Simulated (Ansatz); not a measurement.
## What a trial cell of Be3Ga relaxes into

Level of theory: DFT PBE, scalar-relativistic, plane waves, PAW in Ansatz 0.2.0. Cutoff 420 eV, Γ-centred k mesh, Gaussian smearing, no spin polarisation in the final step.

The start puts Be3Ga on the sites of a reported Cu3Pd cell (P4/mmm, No. 123), with Ga in place of Pd, Be in place of Cu, at a guessed volume.

```yaml
crystal:
  lattice:
    - [3.38974, 0.00000, 0.00000]
    - [0.00000, 3.38974, 0.00000]
    - [0.00000, 0.00000, 3.35490]
  atoms:
    - { symbol: Be, position: [0.00000, 0.50000, 0.50000] }
    - { symbol: Be, position: [0.50000, 0.00000, 0.50000] }
    - { symbol: Be, position: [0.50000, 0.50000, 0.00000] }
    - { symbol: Ga, position: [0.00000, 0.00000, 0.00000] }
```

Cell and atoms relax at zero pressure; the relaxation can't lower the symmetry of the start. After a coarse first stage the cell is made exact in the group found at 0.06 Å.

Energies over the elements count from the elements' standard structures at the same level, with no empirical corrections.

(1) What does it relax into?

(2) What are its volume, energy, density and gap?

Answers

(1) It ends in Pm-3m (No. 221). The result has the Cu3Au (L1_2) structure. Conventional cell: a = 3.475 Å. Around Be lie 4 Ga at 2.46 Å and 8 Be at 2.46 Å; around Ga lie 12 Be at 2.46 Å.

Space group Pm-3m (No. 221). a = 3.475 Å, b = 3.475 Å, c = 3.475 Å, α = 90.00°, β = 90.00°, γ = 90.00°
```json
{"atom": "Be", "site": "3c", "symmetry": "4/mm.m", "x": "0.0000", "y": "0.5000", "z": "0.5000"}
{"atom": "Ga", "site": "1a", "symmetry": "m-3m", "x": "0.0000", "y": "0.0000", "z": "0.0000"}
```

(2) The volume per atom is 10.49 Å³, the density is 3.83 g/cm³ and the energy over the elements is 0.30 eV/atom. The gap on the 14×14×14 mesh is 0 eV (a metal).

The final run used a 14×14×14 mesh on its 4-atom cell and 0.10 eV smearing. The k mesh leaves about 4 meV/atom of noise in metals. A structure relaxed within its symmetry needn't be a true minimum.

Cost: 3 runs of about 0.45 core-minutes in all, on Arm Neoverse V2 (shared hosts).